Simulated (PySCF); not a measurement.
NO2, SMILES [O]N=O (connectivity only; charge and spin as stated), charge -1, multiplicity 1. Atoms are numbered in the order given.

```xyz
3

O      0.0000     1.0791     0.2030
N      0.0000     0.0000    -0.4640
O      0.0000    -1.0791     0.2030
```
Charge -1, spin multiplicity 1.

The structure is a stationary point at PBE-D3(BJ)/def2-TZVPD. The multiplicity is an assumed one; other spin states were not compared. The isomer is the one that the SMILES or the coordinates give; other isomers of the formula were not compared.

The numbers are results of PBE-D3(BJ)/def2-TZVPD in PySCF, not measurements.

Frequencies are harmonic and unscaled.

```tsv
mode	ν (cm⁻¹)	IR (km/mol)	moving atoms (share of kinetic energy)
1	764	0.0	O 81 %, N 19 %
2	1216	718.6	N 62 %, O 38 %
3	1267	0.8	N 50 %, O 50 %
```
